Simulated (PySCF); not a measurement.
Gas-phase reaction: SiH4 + 6 SiHF2 = 2 Si2H5 + 3 SiF4

Computed with PySCF (xtb for GFN2) and rigid-rotor harmonic-oscillator thermochemistry at 1 bar. † marks an energy on the PBE0/def2-TZVP geometry and frequencies; other levels use their own. CCSD(T) freezes the core. Open shells (unrestricted): SiHF2 (multiplicity 2), Si2H5 (multiplicity 2); the rest are closed-shell singlets. GFN2 has no spin-polarisation term. B3LYP is the form with VWN-RPA correlation. SiHF2, Si2H5: computed as isolated molecules; such fragments, hydroxides, amides, oligomers or adducts are transient or little studied in the gas. CCSD(T) isn't extrapolated to the basis-set limit; its ΔH°(298 K) is -867.6 kJ in def2-SVP and -885.5 kJ in def2-TZVPP. The harmonic model lacks anharmonicity and excited electronic states, which grow with temperature; levels with a mode under 35 cm⁻¹ are left out. Internal rotation in Si2H5 is treated as a harmonic vibration of one conformer, which makes the entropy rough.

| level | ΔE electronic, kJ | ΔH°(298 K), kJ | ΔS°(298 K), J/K | ΔG°(1400 K), kJ |
|---|---|---|---|---|
| B3LYP/def2-TZVP† | -793 | -779 | -402 | -249 |
| BLYP/def2-TZVP† | -736 | -722 | -402 | -192 |
| CCSD(T)/def2-TZVPP† | -900 | -885 | -402 | -356 |
| GFN2-xTB | -634 | -623 | -380 | -117 |
| M06-2X/def2-TZVP† | -855 | -841 | -402 | -311 |
| PBE/def2-SVP | -811 | -795 | -397 | -272 |
| PBE0/def2-QZVP† | -834 | -820 | -402 | -290 |
| PBE0/def2-SVP† | -854 | -840 | -402 | -310 |
ΔH° is lowest at CCSD(T)/def2-TZVPP† and highest at GFN2-xTB. No reference value is set beside these.
